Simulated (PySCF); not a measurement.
## From computed data to an observable: dipole moment from atomic charges

difluoromethane (CH2F2), SMILES C(F)F. Atoms are numbered in the order given.

```xyz
5

F     -1.1035     0.0000    -0.2905
C      0.0000     0.0000     0.5036
F      1.1035     0.0000    -0.2905
H      0.0000    -0.9138     1.1037
H      0.0000     0.9138     1.1037
```

Geometry optimised at ωB97X-D3(BJ)/def2-TZVP.

Charges (e) from PBE/def2-TZVPD (PySCF):

```json
[
 {"atom": "F1", "ESP fit": "-0.188", "IAO": "-0.294"},
 {"atom": "C2", "ESP fit": "0.218", "IAO": "0.293"},
 {"atom": "F3", "ESP fit": "-0.188", "IAO": "-0.294"},
 {"atom": "H4", "ESP fit": "0.078", "IAO": "0.148"},
 {"atom": "H5", "ESP fit": "0.078", "IAO": "0.148"}
]
```

The dipole moment of the full density is 1.81 D.

**Question.** What dipole moment does each set of point charges give, and which comes closer to that of the density?

**Answer.** 
μ = Σ q r, and 1 e Å = 4.8032 D.
ESP fit: Σ q r = (0.000, 0.000, 0.391) e Å, |μ| = 1.88 D.
IAO: Σ q r = (0.000, 0.000, 0.645) e Å, |μ| = 3.10 D.
ESP fit comes closer in size. Point charges leave out the atoms' own dipoles (lone pairs, polarised bonds); fits to the potential absorb them, partitions of the density don't.
